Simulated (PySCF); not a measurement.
Species: CCl3F.
SMILES with atom numbers: `[F:1][C:2]([Cl:3])([Cl:4])[Cl:5]`

A GFN2-xTB structure was refined with PBE0-D3(BJ)/def2-SVP geometry optimisation, gas phase in PySCF 2.14.0. Its GFN2-xTB values:

| coordinate | GFN2-xTB |
| --- | --- |
| F1–C2 | 1.347 Å |
| C2–Cl3 | 1.778 Å |
| C2–Cl4 | 1.805 Å |
| F1–C2–Cl3 | 109.9° |
| Cl3–C2–Cl4 | 110.4° |

Question: How do these coordinates change at the PBE0-D3(BJ)/def2-SVP level?

Answer: 
```json
{"coordinate": "C2–Cl4", "PBE0-D3(BJ)/def2-SVP (Å or °)": "1.767", "change": "-0.038"}
{"coordinate": "F1–C2", "PBE0-D3(BJ)/def2-SVP (Å or °)": "1.326", "change": "-0.021"}
{"coordinate": "C2–Cl3", "PBE0-D3(BJ)/def2-SVP (Å or °)": "1.766", "change": "-0.012"}
{"coordinate": "F1–C2–Cl3", "PBE0-D3(BJ)/def2-SVP (Å or °)": "108.6", "change": "-1.3"}
{"coordinate": "Cl3–C2–Cl4", "PBE0-D3(BJ)/def2-SVP (Å or °)": "110.3", "change": "-0.1"}
```

The energy falls by 0.034 eV over 7 energy and gradient evaluations, the largest force component goes from 0.0188 to 2.3e-04 Eh/bohr, and the atoms move by 0.023 Å rms after alignment. The bond that changes most is C2–Cl4 (CCl3 carbon to chlorine of a CCl3 group), which shortens by 0.038 Å. Bonds longer at the end by more than 0.005 Å: 0 of 4; shorter: 4. Rotational constants go from 2433, 2378, 1681 to 2461, 2461, 1719 MHz.

The run used 82 basis functions and 51 SCF cycles in all.

PBE0-D3(BJ)/def2-SVP frequencies: not computed here.
